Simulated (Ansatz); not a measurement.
What does this script print? It uses the Ansatz DFT code, driven from Python.

Script `pa_fhmgo.py`:
```python
'''Proton affinity of FHMgO at one site.'''

import logging
import sys
import warnings

import ansatz as az
import numpy as np

logging.basicConfig(stream=sys.stdout, format='%(levelname)s:%(name)s:%(message)s')
logger = logging.getLogger('fhmgo')
logger.setLevel(logging.INFO)

BASIS_SET = 'def2-SVP'
FUNCTIONAL = 'b3lyp'
NET_CHARGE = 1
FMAX = 0.01

GEOMETRY = '''
O    -0.33600    1.26980   -0.45430
Mg   -0.14120   -0.61550    0.01390
F     0.07200   -2.50060    0.47250
H     0.46070    1.78590   -0.05250
'''

warnings.simplefilter('ignore', az.DeckWarning)

system = az.Crystal.molecule()
for line in GEOMETRY.strip().splitlines():
    symbol, *xyz = line.split()
    system = system.atom(symbol, [float(v) for v in xyz])

setup = (
    system.calculation()
    .basis(gaussian=BASIS_SET)
    .functional(FUNCTIONAL)
    .accuracy('medium')
)
symbols = [site.symbol for site in system.cartesian_sites]
start = np.array([site.position_ang for site in system.cartesian_sites], dtype=float)
data = setup.relax(force_tolerance=0.01).run(threads=1, pin='off').report
end = np.array(data['positions_ang'])

# put the proton on the side away from the neighbours, slightly off axis
away = sum((end[0] - end[j]) / np.linalg.norm(end[0] - end[j]) for j in [1, 3]) + np.array([0.15, 0.1, -0.2])
proton = end[0] + 1.0 * away / np.linalg.norm(away)
acid = az.Crystal.molecule()
for symbol, place in zip(symbols, end):
    acid = acid.atom(symbol, place.tolist())
acid = acid.atom('H', proton.tolist())
protonated = (
    acid.calculation()
    .basis(gaussian=BASIS_SET)
    .functional(FUNCTIONAL)
    .accuracy('medium')
    .charge(NET_CHARGE)
    .relax(force_tolerance=FMAX, max_steps=80)
)
after = protonated.run(threads=1, pin='off').report
xyz = np.array(after['positions_ang'])
reach = np.linalg.norm(xyz[:-1] - xyz[-1], axis=1)
logger.info(f'base {data["free_energy_ev"]:.5f} eV, protonated {after["free_energy_ev"]:.5f} eV')
logger.info(f'the proton ends {reach.min():.3f} A from {symbols[reach.argmin()]}{reach.argmin()}')
logger.info(f'electronic proton affinity {(data["free_energy_ev"] - after["free_energy_ev"]):.3f} eV')
```

Running `python pa_fhmgo.py` prints:
```text
INFO:fhmgo:base -10222.39847 eV, protonated -10231.20683 eV
INFO:fhmgo:the proton ends 0.977 A from O0
INFO:fhmgo:electronic proton affinity 8.808 eV
```

What to keep in mind:
- These settings explore the input space; basis and method may be short of convergence.
- The proton is put on one chosen atom, which needn't be the most basic site, so the molecule's proton affinity can be higher; the ends are stationary points, not checked by frequencies, and zero-point and thermal terms count only where printed.
- b3lyp holds the VWN-RPA fit, as in Gaussian; the form of ORCA and Turbomole is b3lyp5.
- It ran for 33 s on 1 thread of Arm Neoverse V1 (shared host), peak memory 0.2 GiB.
